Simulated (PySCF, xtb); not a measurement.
Dissociation curve of LiH, singlet. Each curve is given relative to its own lowest point near equilibrium.

```csv
R / Å,A,B,C
1.21,86.0,26.0,67.5
1.28,53.9,11.3,36.7
1.34,33.9,4.2,18.8
1.46,9.5,0.0,1.4
1.52,3.4,1.3,0.0
1.53,2.7,1.7,0.2
1.60,0.0,5.4,3.9
1.64,0.0,8.3,8.0
1.69,1.2,12.5,14.8
1.75,4.3,18.5,25.0
1.84,11.5,29.0,43.9
1.99,28.2,50.0,82.4
2.12,45.6,70.1,120.5
2.42,89.7,119.0,216.6
2.65,123.4,158.5,291.8
2.87,151.6,197.3,361.4
3.17,179.4,250.6,448.6
3.52,201.3,310.2,535.3
3.96,218.5,376.0,619.5
4.34,227.4,421.2,672.6
4.72,232.8,—,711.2
5.60,237.2,—,764.6
6.36,237.8,—,788.6
```

Energies in kJ/mol.

Q: Which curve belongs to which method? The methods are GFN1-xTB (xtb 6.7.1); restricted Hartree-Fock/STO-3G in PySCF 2.14.0; unrestricted B3LYP/6-31G*, spherical d (PySCF).

A: A is UKS-B3LYP/6-31G*; B is GFN1-xTB; C is RHF/STO-3G.

A dash means that the run gave no value there, or that the column was ended at a point which the program doubted or which failed a test of continuity chosen for this set; such a test can also cut sound points.

The restricted form behind RHF/STO-3G keeps the bonding electrons paired and can't separate into open-shell fragments. The unrestricted determinant behind UKS-B3LYP/6-31G* is spin-contaminated at 2.87 to 6.36 Å (<S²> up to 1.0, against 0.00 for a pure singlet).
